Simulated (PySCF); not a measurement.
**Where the electron goes**

Compound: 2,2-dimethylbutane, C₆H₁₄.
Cartesian coordinates in Å at the GFN2-xTB level; atoms count from 1:
```xyz
20
C6H14 angstrom
C      2.0913   -0.5275    0.0771
C      0.9729    0.1623   -0.6964
C     -0.4201    0.1209   -0.0414
C     -1.3939    0.8618   -0.9644
C     -0.9044   -1.3208    0.1283
C     -0.4068    0.8179    1.3210
H      2.2345   -0.0721    1.0533
H      1.8819   -1.5852    0.2129
H      3.0241   -0.4373   -0.4760
H      1.2487    1.2094   -0.8468
H      0.9000   -0.2982   -1.6851
H     -1.0832    1.8957   -1.0997
H     -2.3967    0.8591   -0.5432
H     -1.4328    0.3862   -1.9421
H     -0.8750   -1.8489   -0.8224
H     -0.2889   -1.8599    0.8435
H     -1.9293   -1.3304    0.4934
H      0.2084    0.2741    2.0330
H     -0.0195    1.8304    1.2290
H     -1.4164    0.8732    1.7230
```

Level of theory: PySCF 2.14.0, density-fitted response routines, TDDFT CAM-B3LYP/def2-SVPD, vertical, gas phase, core orbitals frozen in the response.

Kohn–Sham orbitals with the atoms that hold most of them (Löwdin shares over 4%, at most four atoms; ? is withheld):

```csv
orbital,ε (eV),atoms
HOMO-3,-11.10,"C1 16%, C2 16%, C5 9%, C6 9%"
HOMO-2,-10.32,"C3 20%, C5 16%, C6 16%, C2 11%"
HOMO-1,-10.24,?
HOMO,?,?
LUMO,1.31,"C5 10%, C6 10%, C1 10%, C4 9%"
LUMO+1,2.01,"C1 20%, C4 14%, H9 10%, H8 9%"
LUMO+2,2.27,"C5 14%, C6 13%, H15 12%, H19 12%"
```

**Question.** Give the leading atoms of the HOMO-1.

**Answer.** C4 (bonded to C and 3 H) 21%; C3 (bonded to 4 C) 21%; C1 (bonded to C and 3 H) 9%; C6 (bonded to C and 3 H) 9%.

**Question.** Give the leading atoms of the HOMO.

**Answer.** C2 (bonded to 2 C and 2 H) 24%; C3 (bonded to 4 C) 24%; C1 (bonded to C and 3 H) 9%; C4 (bonded to C and 3 H) 6%.

**Question.** What is the HOMO energy, and the HOMO–LUMO gap?

**Answer.** ε(HOMO) = -10.10 eV; the gap is 11.40 eV (0.4191 hartree).

**Question.** How does S1 compare with the orbital gap of 11.40 eV?

**Answer.** S1 is at 8.61 eV (f = 0.027), 2.80 eV below the gap, made of HOMO→LUMO (94%). 

**Question.** Give energy, strength and leading configuration of S1, S2, S3, S5 and S6, and follow the Löwdin shares of the leading atoms from the occupied to the empty orbital.

**Answer.** 
- S1 (8.61 eV, f 0.027), HOMO→LUMO (94%): C2 24% → at most 10%, C3 24% → at most 10%, C5 at most 7% → 10%, C6 at most 7% → 10%
- S2 (8.74 eV, f 0.043), HOMO-1→LUMO (94%): C4 21% → 9%, C3 21% → at most 10%, C5 at most 9% → 10%, C6 9% → 10%
- S3 (8.80 eV, f 0.063), HOMO-2→LUMO (93%): C3 20% → at most 10%, C5 16% → 10%, C6 16% → 10%
- S5 (9.42 eV, f 0.077), HOMO→LUMO+1 (90%): C2 24% → at most 9%, C3 24% → at most 9%, C1 9% → 20%, C4 6% → 14%
- S6 (9.53 eV, f 0.040), HOMO-1→LUMO+1 (77%): C4 21% → 14%, C3 21% → at most 9%, C1 9% → 20%
